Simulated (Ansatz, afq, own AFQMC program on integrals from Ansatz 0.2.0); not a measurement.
Al2H4, singlet: AFQMC among the cluster methods

```yaml
atoms:
  - { symbol: Al, position_ang: [0.0000, 0.0000, 1.3086] }
  - { symbol: Al, position_ang: [0.0000, 0.0000, -1.3086] }
  - { symbol: H, position_ang: [0.0000, 1.3533, 2.1524] }
  - { symbol: H, position_ang: [0.0000, -1.3533, 2.1524] }
  - { symbol: H, position_ang: [0.0000, 1.3533, -2.1524] }
  - { symbol: H, position_ang: [0.0000, -1.3533, -2.1524] }
```

Connectivity, by distances: AlH2–AlH2.

Basis cc-pVDZ. Noble-gas cores (and the filled d shells of Ga–Kr and In–Xe) are frozen. Ansatz 0.2.0 and our own AFQMC program on the same integrals; the CISD trial comes from CCSD amplitudes, and released means the phaseless constraint is let go. Free projection: walkers drawn from exp(T), propagated without any constraint. Its projection time is finite, and what remains of the start isn't in its error. ± is one standard error of the sampling.

Determinant: RHF, the one that the program's search chose, which needn't be the lowest solution. The geometry is a PBE0/def2-TZVP stationary point of this or a neighbouring charge and spin state.

No full CI on the walks' own integrals is used here; CCSDT(Q) serves as the reference and is uncertain by about the last step of the cluster series.

The T1 diagnostic is 0.0112 and the weight of the determinant in the CISD state is 0.883. The size of the correlated space is 10 electrons in 46 orbitals.

```csv
level,correlation energy (eV)
MP2,-3.6055
CCSD,-4.7271
CCSD(T),-4.8104
```

Question: Estimate where phaseless AFQMC with a CISD trial lies against CCSD(T) on the same integrals.

Answer: 0.93 ± 0.17 kcal/mol below CCSD(T).

Reference: CCSDT(Q), correlation energy -4.838 eV. The released energy is read at 1.50 1/Eh (meV from the phaseless value at times in 1/Eh: -1 ± 10 at 0.24, 12 ± 8 at 0.50, 8 ± 6 at 1.00, 7 ± 8 at 1.50).

| level | E − E(reference) (kcal/mol) | share of correlation (%) |
| --- | --- | --- |
| CCSD(T) | 0.65 | 99.42 |
| CCSDT | 0.07 | 99.93 |
| ph-AFQMC/HF | -1.77 ± 1.07 | 101.59 |
| ph-AFQMC/CISD | -0.29 ± 0.17 | 100.26 |
| released AFQMC | -0.13 ± 0.19 | 100.11 |
| free AFQMC | 0.18 ± 0.19 | 99.84 |

Free projections are given only where their last times agree within the noise and don't stop above the reference; a slow remainder of the start can still hide under it. A walk keeps the symmetry of its determinant, which the program's search chose and which needn't be the lowest solution, so a lower state of the same spin and another symmetry isn't excluded. Released energies are given only where the last usable release times agree within the noise; a slower fall can still hide under it.
